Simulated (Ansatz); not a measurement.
Relaxation of CH5BN (8 atoms, charge -1, multiplicity 1), to a largest force component of 0.015 eV/Å in at most 40 steps.

These are results of Ansatz 0.2.0, RKS B3LYP/def2-SVP, not measurements.

```xyz
8
Properties=species:S:1:pos:R:3
B -0.626 0.850 -0.638
N -0.038 0.164 0.393
C 0.423 -1.205 0.547
H -0.696 0.395 -1.739
H -1.095 1.943 -0.426
H -0.016 0.619 1.300
H 0.424 -1.426 1.654
H -0.359 -1.872 0.112
```

Problem. Where does it end, and by what steps?

Solution. The forces met the threshold. Limits of this set-up: an anion without diffuse functions, the dipole of an ion depends on the origin. After 8 steps the energy has fallen by 0.197 eV; H8 moved furthest, 0.47 Å.

| step | energy less start (eV) | largest force component (eV/Å) | accepted |
| --- | --- | --- | --- |
| 0 | 0.0000 | 1.043 | yes |
| 1 | -0.0932 | 0.787 | yes |
| 2 | -0.1446 | 0.356 | yes |
| 3 | -0.1866 | 0.376 | yes |
| 4 | -0.1937 | 0.252 | yes |
| 5 | -0.1946 | 0.197 | yes |
| 6 | -0.1938 | 0.198 | no |
| 7 | -0.1969 | 0.056 | yes |
| 8 | -0.1972 | 0.008 | yes |

```xyz
8
Properties=species:S:1:pos:R:3
B -0.697 0.837 -0.605
N -0.109 0.145 0.457
C 0.448 -1.167 0.674
H -0.991 0.263 -1.644
H -0.881 2.045 -0.492
H 0.100 0.743 1.255
H 0.095 -1.547 1.664
H 0.052 -1.853 -0.105
```

Whether the end is a true minimum wasn't checked by a vibrational analysis.

Time of the run: 7.5 s on 1 thread of AMD EPYC 9R45 96-Core Processor (Zen 5), with other jobs on the host, peak memory 0.15 GiB.
